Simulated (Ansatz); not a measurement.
Relaxation of CH₆BF (9 atoms, charge 0, multiplicity 1), to a largest force component of 0.03 eV/Å in at most 50 steps.

Theory: RKS B3LYP/def2-SVP in Ansatz 0.2.0.

```xyz
9
Properties=species:S:1:pos:R:3:forces:R:3
B -0.036 -0.354 -0.467 0.02 0.13 -0.23
C -0.039 -0.200 2.336 0.00 -0.13 0.11
H -0.961 -0.116 2.928 0.00 0.01 0.00
H 0.816 -0.381 3.004 -0.01 0.01 0.00
H 0.127 0.744 1.794 -0.01 -0.02 0.00
H 1.082 0.093 -0.540 -0.01 -0.01 0.00
H -1.038 0.315 -0.535 0.01 -0.01 0.00
F -0.173 -1.669 -0.399 -0.02 -0.20 -0.28
H -0.134 -1.050 1.639 0.02 0.22 0.40
```

Question: Where does it end, and by what steps?

Answer: It converged. After 11 steps the energy has fallen by 0.118 eV; H6 moved furthest, 0.41 Å.

```tsv
step	energy less start (eV)	largest force component (eV/Å)	accepted
0	0.0000	0.404	yes
1	-0.0780	0.245	yes
2	0.0847	2.137	no
3	-0.0968	0.445	yes
4	-0.1063	0.596	yes
5	-0.1111	0.591	yes
6	-0.1167	0.156	yes
7	-0.1174	0.075	yes
8	-0.1176	0.163	yes
9	-0.1176	0.093	no
10	-0.1179	0.088	yes
11	-0.1181	0.002	yes
```

```xyz
9
Properties=species:S:1:pos:R:3
B -0.035 -0.348 -0.877
C -0.039 -0.207 2.650
H -0.961 -0.065 3.232
H 0.815 -0.319 3.333
H 0.123 0.672 2.008
H 1.085 0.094 -0.954
H -1.038 0.320 -0.947
F -0.173 -1.652 -0.717
H -0.133 -1.111 2.032
```

Whether the end is a true minimum wasn't checked by a vibrational analysis.

The run took 26 s on 1 thread of Arm Neoverse V1, with other jobs on the host, peak memory 0.14 GiB.
